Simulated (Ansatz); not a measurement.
Cartesian coordinates (Å):
```xyz
3

N     -0.0001     0.4283     0.0000
H      0.8033    -0.2139     0.0000
H     -0.8032    -0.2144     0.0000
```
Charge 0, spin multiplicity 2.

Method: Ansatz (a first-principles code) with frozen-core CCSD(T)/cc-pVTZ // r2SCAN-D4/def2-TZVP.

```
Quantity                      Result
----------------------  ------------
HF energy               -55.58576 Ha
MP2 correlation energy   -0.18475 Ha
```

### Question
Estimate the CCSD correlation energy, the (T) correction, the total energy and the T1 diagnostic.

### Answer

```yaml
CCSD correlation energy: -0.20220 Ha
"(T) correction": -0.00566 Ha
CCSD(T) total energy: -55.79362 Ha
T1 diagnostic: 0.008
```
